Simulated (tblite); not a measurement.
SO2.
SMILES: `O=S=O`

Calculated harmonic vibrations of the isolated species, GFN2-xTB (tblite), most abundant isotopes, no scaling. The method is semi-empirical: single wavenumbers can be off by several per cent or more.

Harmonic wavenumbers (cm⁻¹): 496.5, 1166.3, 1262.1.

A = 55278, B = 10637, C = 8920 MHz; mass 63.962 u (most abundant isotopes); point group C2v, symmetry number 2.

Q: What is the zero-point energy?

A: Half the sum of the wavenumbers: 1462 cm⁻¹ = 17.49 kJ/mol.

Q: Give the ideal-gas entropy at 273.15 K and 1 bar in the rigid-rotor, harmonic-oscillator model (classical rotation).

A: Translation 158.90, rotation 83.70, vibration 2.56: S = 245.2 J/(mol K).

Q: And Cp and H(273.15 K) − H(0)?

A: Cp = 39.25 J/(mol K), of which vibrations give 6.00 (their classical limit is 3 R = 24.9); H(273.15 K) − H(0) = 9.60 kJ/mol without the zero-point energy, 0.52 from vibrations.

Q: How do the functions run with temperature in this model?

A: 
| T (K) | S (J/(mol K)) | Cp (J/(mol K)) | H − H(0) (kJ/mol) | G − H(0) (kJ/mol) | ln q(vib) |
| --- | --- | --- | --- | --- | --- |
| 150 | 223.1 | 34.9 | 5.04 | -28.42 | 0.01 |
| 250 | 241.7 | 38.4 | 8.70 | -51.73 | 0.06 |
| 298.15 | 248.6 | 40.2 | 10.60 | -63.53 | 0.10 |
| 400 | 261.0 | 43.8 | 14.88 | -89.51 | 0.21 |
| 600 | 279.8 | 49.2 | 24.23 | -143.68 | 0.48 |
| 900 | 300.7 | 53.4 | 39.71 | -230.93 | 0.91 |

q(vib) and H(0) count from the zero-point level.

Q: What must be added to the electronic energy to get the Gibbs energy at 273.15 K and 1 bar?

A: ZPE + [H(273.15 K) − H(0)] − T·S = 17.49 + 9.60 − 66.96 = -39.87 kJ/mol.

Hardware: one thread, Arm Neoverse V1, no GPU (shared host). This covers the Hessian and the dipole derivatives.
